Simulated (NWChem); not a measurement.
# sulfur dioxide (SO₂); SMILES O=S=O

Computed with NWChem. Geometry: optimised at PBE0/def2-SVP. Level: PBE0/def2-SVP with SMD (1 M gas to 1 M solution), gas-phase geometry.

For solvent n-hexane:

```
Item                                         Value
-------------------------------------------  -----
solvation free energy (kcal/mol)              -2.9
cavity-dispersion-structure term (kcal/mol)   -2.0
dipole in solution (D)                        1.92
```

What are these values for solvent water?

The solvation free energy (kcal/mol) is -4.0. The cavity-dispersion-structure term (kcal/mol) comes out as -0.3 and the dipole in solution (D) comes out as 2.17.
